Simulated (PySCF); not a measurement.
**Unknown compound**

Molecular formula: CH2F2. Simulated spectra:

¹H NMR (300 MHz, computed): δ 6.05 (m, 2H).

¹³C{¹H} NMR (computed): δ 113.6.

[PySCF 2.14: shieldings: GIAO PBE0/pcSseg-1; geometry from GFN2-xTB; single conformer; averaged over atoms made equivalent by symmetry, fast rotation or ring inversion; isolated molecule; non-relativistic Hamiltonian]

Chemical shifts δ = σref − σ; ¹H and ¹³C vs TMS, all at this level.

**Question.** Propose a structure and justify it.

**Answer.** 
Rings plus π bonds: 0. Carbon types of the structure: 1 × CH2, which accounts for all hydrogens. δC 113.6: sp3 CH2 bonded to 2 F; 2 electronegative neighbours deshield it. δH 6.05: hydrogen on an sp3 CH2 bonded to 2 F; its carbon carries F, an electronegative neighbour.

These data were computed for `FCF`.

Splittings by ¹⁹F in the carbon and heteronuclear signals aren't shown, as no couplings were computed. Shifts are as computed. Against solution values, carbons near 30 ppm lie about +3 ppm off and those near 130 ppm about +5 ppm. Of 246 compounds with measured shifts, 49 miss one by over three times the rms of a fit or turn the order of signals round; such compounds aren't used in these exercises.
